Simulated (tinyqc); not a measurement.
CCSD on RHF in the sto-6g basis, frozen core, for H2O, spin multiplicity 1, step by step. One step of it, computed by the program tinyqc.

Task: Iteration 8 (converged): orbitals. Diagonalise F' = X^T F X, C = X C', fill 5 alpha and 5 beta electrons from the bottom; D = 2 C_occ C_occ^T. Each column has its largest component positive (the first on a tie).

converged F (hartree), lower triangle:
```
             1O 1s      1O 2s     1O 2px     1O 2py     1O 2pz      2H 1s      3H 1s
1O 1s   -20.512486
1O 2s    -4.962470  -2.296982
1O 2px    0.000000   0.000000  -0.386685
1O 2py    0.000000   0.000000   0.000000  -0.230774
1O 2pz   -0.024340  -0.063435   0.000000   0.000000  -0.269852
2H 1s    -0.825904  -0.766701   0.000000  -0.365352  -0.295029  -0.398023
3H 1s    -0.825904  -0.766701   0.000000   0.365352  -0.295029  -0.211868  -0.398023
```

X:
```
                1          2          3         4          5          6         7
1O 1s   -0.342939   0.000000   0.733830  0.000000  -0.609413   0.000000  0.188998
1O 2s    1.034911   0.000000  -0.272390  0.000000  -0.282889   0.000000  0.462025
1O 2px   0.000000   0.000000   0.000000  1.000000   0.000000   0.000000  0.000000
1O 2py   0.000000   0.876799   0.000000  0.000000   0.000000   0.670459  0.000000
1O 2pz   0.438888   0.000000   0.659558  0.000000   0.648363   0.000000  0.197592
2H 1s   -0.652903  -0.750568  -0.186923  0.000000   0.153764   0.391608  0.382951
3H 1s   -0.652903   0.750568  -0.186923  0.000000   0.153764  -0.391608  0.382951
```

Give: F' = X^T F X; orbital energies; coefficients C; D after iteration 8.

Result:

F' = X^T F X (hartree), lower triangle:
```
        1      2       3       4       5       6       7
1  -0.302
2   0.000  0.575
3   2.324  0.000  -8.951
4   0.000  0.000   0.000  -0.387
5  -1.831  0.000   8.764   0.000  -9.287
6   0.000  0.091   0.000   0.000   0.000  -0.545
7   0.555  0.000  -4.194   0.000   4.434   0.000  -3.164
```

orbital energies (hartree): MO1 -20.515, MO2 -1.204, MO3 -0.552, MO4 -0.421, MO5 -0.387, MO6 0.436, MO7 0.582

coefficients C:
```
           MO1     MO2     MO3     MO4    MO5     MO6     MO7
1O 1s    0.997  -0.229   0.000   0.082  0.000   0.103   0.000
1O 2s    0.014   0.896   0.000  -0.451  0.000  -0.658   0.000
1O 2px   0.000   0.000   0.000   0.000  1.000   0.000   0.000
1O 2py   0.000   0.000   0.598   0.000  0.000   0.000   0.928
1O 2pz   0.002   0.076   0.000   0.768  0.000  -0.701   0.000
2H 1s   -0.003   0.139   0.451   0.329  0.000   0.710  -0.717
3H 1s   -0.003   0.139  -0.451   0.329  0.000   0.710   0.717
```

D after iteration 8, lower triangle:
```
         1O 1s   1O 2s  1O 2px  1O 2py  1O 2pz   2H 1s  3H 1s
1O 1s    2.105
1O 2s   -0.455   2.012
1O 2px   0.000   0.000   2.000
1O 2py   0.000   0.000   0.000   0.715
1O 2pz   0.095  -0.557   0.000   0.000   1.192
2H 1s   -0.015  -0.048   0.000   0.539   0.526   0.660
3H 1s   -0.015  -0.048   0.000  -0.539   0.526  -0.151  0.660
```
